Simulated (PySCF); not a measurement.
Energies from PySCF, thermal terms from the rigid-rotor harmonic-oscillator model, ideal gas at 1 bar. The comparison is the NASA 1993 polynomial table, which mixes measured and estimated data. 6-31G* has spherical d functions here. All species are closed-shell singlets. The harmonic model lacks anharmonicity and excited electronic states, which grow with temperature; levels with a mode under 35 cm⁻¹ are left out.

Harmonic frequencies at HF/6-31G* (cm⁻¹): 357. Point group C∞v; S°(298 K) = 230.0 J/mol/K at this level.

Question: Work out Cp and S° of gaseous NaCl at 500, 800, 1200, 1600, 2000 K from these, and set them beside the table.

Answer: 
```csv
T (K),Cp HF/6-31G*,Cp table,S° HF/6-31G*,S° table
500,36.7,37.0,248.7,248.7
800,37.1,37.7,266.1,266.2
1200,37.3,38.1,281.2,281.6
1600,37.3,38.4,291.9,292.6
2000,37.4,38.8,300.2,301.2
```
Units J/mol/K.
